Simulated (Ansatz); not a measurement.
1T (CdI2-type) PtS2 was calculated with r²SCAN in Ansatz (PAW).

Total energies, extrapolated to zero smearing (they compare only within this program, potentials and cutoff; free atoms with spin allowed, lowest state found):

```json
[
 {"system": "1T (CdI2-type) PtS2, relaxed", "energy (eV/atom)": "-4783.2573"},
 {"system": "free Pt atom", "energy (eV/atom)": "-12531.1084"},
 {"system": "free S atom", "energy (eV/atom)": "-902.8622"}
]
```

Question: Work out the cohesive energy per atom.

Answer: E_coh = [1 × (-12531.1084) + 2 × (-902.8622)]/3 − (-4783.2573) = 4.31 eV/atom. The reference value is 4.26 ± 0.03 eV/atom (worked out here from tabulated enthalpies at 298 K, copied from a table, unchecked, brought to a static lattice with a Debye model, atoms in their spin–orbit ground levels; inputs from the CRC Handbook), not set against a level without spin–orbit coupling.

Spin–orbit coupling is left out; its size isn't shown.

The PAW data were made under PBE.

Note: for a layered or molecular solid the relaxed cell lies over 5 % above the published volume, where the minimum can be shallow. Note: the cell comes from a level without a dispersion term, which matters for the spacing of layers, chains or molecules.

Ansatz is a program for electronic structure.
